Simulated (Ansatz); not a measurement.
Results of LDA (PAW; Ansatz, a first-principles code) for rock-salt MgS.

Settings: plane-wave cutoff 520 eV, 12×12×12 k mesh, Fermi–Dirac smearing 0.01 eV, scalar-relativistic PAW data made under PBE.

Properties against volume:

| V (Å³/atom) | P (GPa) | direct gap at Γ (eV) | smallest gap on the k mesh (eV) |
|---|---|---|---|
| 15.855 | 5.84 | 4.357 | 2.771 |
| 16.192 | 3.69 | 4.172 | 2.730 |
| 16.529 | 1.75 | 3.995 | 2.689 |
| 16.867 | 0.00 | 3.826 | 2.648 |
| 17.204 | -1.58 | 3.665 | 2.608 |
| 17.542 | -3.01 | 3.511 | 2.568 |
| 17.879 | -4.30 | 3.364 | 2.529 |

The fundamental gap (2.65 eV at the equilibrium volume, with added k points) lies elsewhere than Γ–Γ.
